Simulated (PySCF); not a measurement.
# `CCOCC=C`, C5H10O

Geometry:
```
atom   x (Å)   y (Å)   z (Å)
  C1  -2.971   0.104   0.328
  C2  -1.774   0.597   0.014
  C3  -0.673  -0.183  -0.624
  O4   0.522   0.051   0.062
  C5   1.630  -0.579  -0.514
  C6   2.861  -0.243   0.292
  H7  -3.220  -0.949   0.161
  H8  -3.752   0.734   0.762
  H9  -1.544   1.652   0.202
 H10  -0.924  -1.264  -0.641
 H11  -0.569   0.133  -1.687
 H12   1.753  -0.252  -1.569
 H13   1.476  -1.679  -0.544
 H14   3.024   0.845   0.309
 H15   3.752  -0.725  -0.138
 H16   2.745  -0.587   1.330
```

Level of theory: quadratic response CAM-B3LYP/def2-TZVPD first hyperpolarisability, Taylor convention, gas phase (PySCF). Geometry: PBE0-D3(BJ)/def2-SVP.

Q: Give β for the processes computed.

A: In au, Taylor convention; the vector part is βᵢ = ⅓ Σⱼ (βᵢⱼⱼ + βⱼᵢⱼ + βⱼⱼᵢ); β∥ is 3/5 of the vector part along the dipole, the dipole points from − to +:
```tsv
process	λ (nm)	β vector norm	β∥	β HRS	depolarisation ratio
static β(0;0,0)	∞	100.8	-54.5	40.6	5.53
second harmonic β(−2ω;ω,ω)	1907	104.5	-56.3	42.0	5.53
Pockels β(−ω;ω,0)	1907	102.0	-55.1	–	–
second harmonic β(−2ω;ω,ω)	1064	113.5	-60.9	45.7	5.51
Pockels β(−ω;ω,0)	1064	104.7	-56.5	–	–
```

Q: Which lowest excitations, dipole and polarisabilities go with it?

A: S1 6.82 eV (f = 0.052); S2 6.96 eV (f = 0.069); S3 7.16 eV (f = 0.066); dipole 1.17 D; isotropic α 71.1 au static, 71.3 au at 1907 nm, 71.8 au at 1064 nm, 71.9 au at 953.5 nm, 73.8 au at 532 nm.
